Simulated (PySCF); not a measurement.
Species: C4H7P.
Bonds: C1–C2 (triple), C2–P3, P3–C4, P3–C5. Hydrogens: H6 on C1; H7, H8, H9 on C4; H10, H11, H12 on C5.

The same species was optimised twice, with GFN2-xTB and with PBE0-D3(BJ)/def2-SVP (PySCF), and the same property calculations (PySCF, gas phase) were run on both structures.

| coordinate | GFN2-xTB | PBE0-D3(BJ)/def2-SVP | change |
| --- | --- | --- | --- |
| C1–H6 (Å) | 1.051 | 1.075 | +0.024 |
| C1≡C2 (Å) | 1.202 | 1.217 | +0.015 |
| C5–H12 (Å) | 1.089 | 1.101 | +0.012 |
| C4–H9 (Å) | 1.089 | 1.101 | +0.012 |
| C4–H8 (Å) | 1.088 | 1.100 | +0.012 |
| C5–H11 (Å) | 1.088 | 1.100 | +0.012 |
| C5–H10 (Å) | 1.089 | 1.100 | +0.011 |
| C4–H7 (Å) | 1.089 | 1.100 | +0.011 |
| P3–C5 (Å) | 1.858 | 1.850 | -0.008 |
| P3–C4 (Å) | 1.858 | 1.851 | -0.007 |
| C2–P3 (Å) | 1.771 | 1.775 | +0.004 |
| C2–P3–C5 (°) | 97.0 | 99.8 | +2.8 |
| C2–P3–C4 (°) | 97.0 | 99.8 | +2.8 |
| C4–P3–C5 (°) | 97.8 | 100.3 | +2.5 |
| C2–C1–H6 (°) | 177.7 | 179.4 | +1.7 |
| P3–C4–H7 (°) | 111.3 | 112.6 | +1.3 |
| P3–C5–H10 (°) | 111.3 | 112.6 | +1.3 |
| P3–C5–H12 (°) | 108.9 | 108.3 | -0.6 |
| H8–C4–H9 (°) | 108.6 | 108.0 | -0.6 |

Rotational constants: A = 5758, B = 3066, C = 2428 MHz (GFN2-xTB) against A = 5779, B = 2998, C = 2338 MHz (PBE0-D3(BJ)/def2-SVP). Point groups within 0.08 Å: Cs and Cs. Atoms that the bonding makes alike are paired by their places after alignment.

On the GFN2-xTB structure: lowest singlet, TDDFT (eV) 5.56 [wB97X-D/def2-SVPD]; isotropic polarisability (au) 73.2 [wB97X-D/def2-SVPD]; HOMO (eV) -8.56 [wB97X-D/def2-SVPD]; LUMO (eV) 1.88 [wB97X-D/def2-SVPD]; dipole (D) 1.37 [wB97X-D/def2-SVPD]; HOMO (eV) -6.79 [PBE0/pcSseg-1]; LUMO (eV) 0.20 [PBE0/pcSseg-1]; dipole (D) 1.33 [PBE0/pcSseg-1]; GIAO shielding of C1 (ppm) 87.7 [PBE0/pcSseg-1]; GIAO shielding of C2 (ppm) 93.7 [PBE0/pcSseg-1]; GIAO shielding of P3 (ppm) 414.5 [PBE0/pcSseg-1]; GIAO shielding of C4/C5 (mean) (ppm) 167.5 [PBE0/pcSseg-1].

Task: What do these properties become on the PBE0-D3(BJ)/def2-SVP structure?

Result: 
```csv
property,level,on GFN2-xTB,on PBE0-D3(BJ)/def2-SVP,change
"lowest singlet, TDDFT (eV)",wB97X-D/def2-SVPD,5.56,5.31,-0.25
isotropic polarisability (au),wB97X-D/def2-SVPD,73.2,74.7,+1.5
HOMO (eV),wB97X-D/def2-SVPD,-8.56,-8.39,+0.17
LUMO (eV),wB97X-D/def2-SVPD,1.88,1.82,-0.06
dipole (D),wB97X-D/def2-SVPD,1.37,1.40,+0.03
"energy, GFN2-xTB geometry as zero (kcal/mol)",wB97X-D/def2-SVPD,0.0,-1.2,-1.2
HOMO (eV),PBE0/pcSseg-1,-6.79,-6.62,+0.17
LUMO (eV),PBE0/pcSseg-1,0.20,0.13,-0.07
dipole (D),PBE0/pcSseg-1,1.33,1.35,+0.02
"energy, GFN2-xTB geometry as zero (kcal/mol)",PBE0/pcSseg-1,0.0,-0.6,-0.6
GIAO shielding of C1 (ppm),PBE0/pcSseg-1,87.7,84.3,-3.4
GIAO shielding of C2 (ppm),PBE0/pcSseg-1,93.7,94.1,+0.4
GIAO shielding of P3 (ppm),PBE0/pcSseg-1,414.5,401.0,-13.5
GIAO shielding of C4/C5 (mean) (ppm),PBE0/pcSseg-1,167.5,167.6,+0.1
```

The heavy atoms differ by 0.042 Å rms after alignment (one structure mirrored). Among all bonds C1–H6 changes most (+0.024 Å). Changes are differences of the printed values. Neither structure is proved a minimum here.

The pairwise dispersion term of wB97X-D wasn't added to the energies; at a given geometry it leaves orbitals and properties as they are.
